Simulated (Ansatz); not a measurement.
A (110) slab of Cs (Fm-3m (No. 225)), 4 planes, outer planes Cs (top) and Cs (bottom), with 4 atoms (Cs4) in a surface cell of A = 44.093 Å², as cut from the bulk:

```yaml
crystal:
  lattice:
    - [5.58379, 0.00000, 0.00000]
    - [0.00000, 7.89667, 0.00000]
    - [0.00000, 0.00000, 23.37568]
  atoms:
    - { symbol: Cs, position: [0.50000, 0.50000, 0.32085] }
    - { symbol: Cs, position: [0.00000, 0.00000, 0.44028] }
    - { symbol: Cs, position: [0.50000, 0.50000, 0.55972] }
    - { symbol: Cs, position: [0.00000, 0.00000, 0.67915] }
```

Level of theory: DFT r2SCAN, scalar-relativistic, plane waves, PAW (Ansatz). Cutoff 500 eV; k points 6×5×1 on the computed 4-atom cell (Γ-centred); Gaussian smearing, width 0.10 eV; no spin polarisation. The cell repeats along c with a dipole correction in the vacuum.

Against the same 4 atoms in the bulk, the slab as cut lies 0.448 eV higher and the relaxed slab 0.448 eV higher.

(1) Work out the surface energy before and after relaxation.

(2) A cut through this plane breaks about 6 nearest-neighbour bonds a surface cell. What does each broken bond cost, before relaxation?

(3) What is the ideal work of this cut, per area?

Results:

(1) The slab has two faces, so γ = (E_slab − N·E_bulk)/(2A), the mean of both. As cut: 0.448/(2 × 44.093) = 0.0051 eV/Å², and 1 eV/Å² = 16.02 J/m², so γ = 0.08 J/m². Relaxed: 0.448/(2 × 44.093) = 0.0051 eV/Å² = 0.08 J/m². Relaxation recovers 0.0 % of the cost of cutting.

(2) One cut makes two faces and costs 2γA = 0.448 eV, shared by 6 bonds: 0.07 eV a bond. In a metal this is less than the cohesive energy a bond, since the bonds that remain at the surface strengthen.

(3) Griffith's ideal work is 2γ: 0.16 J/m², whether the new faces relax or not. One thickness was run, 4 planes, so γ can still shift with it.

The reference crystal is the fcc form of Cs, which isn't its usual structure.